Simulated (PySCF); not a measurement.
# Adding and removing an electron: SiC

M06-L; PySCF, no relativity, basis sets Si def2-TZVPPD, C def2-TZVPPD. Neutral (UKS): triplet (σ ↑, π ↑), Re = 1.711 Å, ωe = 995 cm⁻¹, De = 4.81 eV, HOMO -5.62 eV, LUMO -4.75 eV.

SiC⁺ (UKS): quartet (σ ↑, π ↑↑), Re = 1.812 Å, ωe = 861 cm⁻¹, De = 4.17 eV to Si⁺ + C. The energies at the minima are -327.37923 hartree for SiC and -327.06115 for SiC⁺.

Question: Work out the adiabatic ionisation energy, without and with harmonic zero-point energies (1 hartree = 27.2114 eV, 1 eV = 8065.5 cm⁻¹), and the change of the bond length.

Answer: At M06-L: 0.31808 hartree = 8.655 eV between the minima; the zero-point term (861.0 − 995.0)/2 cm⁻¹ = -0.008 eV makes it 8.647 eV. Re changes by +10.1 pm against the neutral. The electron leaves a π orbital, and the longer bond of the ion fits a bonding orbital, or a change in how ionic the bond is.

For an ion De counts to the pair picked by the measured ionisation energies or electron affinities, which need not be the lowest pair at this level. States were picked by a PBE0 search and need not be the measured ground states.
